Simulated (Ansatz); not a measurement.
## What a trial cell of Si₃Br relaxes into

Level of theory: Ansatz, DFT PBE, scalar-relativistic, plane waves, PAW. Cutoff 420 eV, Γ-centred k mesh, Gaussian smearing, no spin polarisation in the final step.

The start puts Si₃Br on the sites of a reported Cu3Pd cell (P4/mmm, No. 123), with Br in place of Pd, Si in place of Cu, at a guessed volume.

```
Si Br
1.0
     4.15613    0.00000    0.00000
     0.00000    4.15613    0.00000
     0.00000    0.00000    4.11341
Si Br
3 1
Direct
  0.00000 0.50000 0.50000
  0.50000 0.00000 0.50000
  0.50000 0.50000 0.00000
  0.00000 0.00000 0.00000
```

Cell and atoms relax at zero pressure; the relaxation can't lower the symmetry of the start. After a coarse first stage the cell is made exact in the group found at 0.06 Å.

Formation energies are uncorrected and refer to the elements' standard structures at the same level.

(1) Which crystal results?

(2) What are its volume, energy, density and gap?

Answers

(1) It keeps P4/mmm (No. 123), but not the shape of the type it started on. Conventional cell: a = 4.869 Å, c = 3.077 Å. Around Si on Wyckoff site e (2 atoms of the primitive cell) lie 4 Br at 2.88 Å, 4 Si at 2.88 Å, 2 Si at 3.08 Å and 4 Si at 3.44 Å; Si on Wyckoff site c (1 atom of the primitive cell) has 8 Si at 2.88 Å, 2 Si at 3.08 Å and 4 Br at 3.44 Å; Br has 8 Si at 2.88 Å, 2 Br at 3.08 Å and 4 Si at 3.44 Å.

```xyz
4
Lattice="4.8687 0.0000 0.0000 0.0000 4.8687 0.0000 0.0000 0.0000 3.0767" Properties=species:S:1:pos:R:3 pbc="T T T"
Si    0.0000    2.4344    1.5383
Si    2.4344    0.0000    1.5383
Si    2.4344    2.4344    0.0000
Br    0.0000    0.0000    0.0000
```

(2) The volume per atom is 18.23 Å³. The density is 3.74 g/cm³ and the energy over the elements is 0.73 eV/atom. The gap on the 10×10×16 mesh is 0 eV (a metal).

The final run used a 10×10×16 mesh on its 4-atom cell and 0.10 eV smearing. The k mesh leaves about 4 meV/atom of noise in metals. A structure relaxed within its symmetry needn't be a true minimum.

Cost: 4 runs of about 3.3 core-minutes in all, on Arm Neoverse V2 (shared hosts).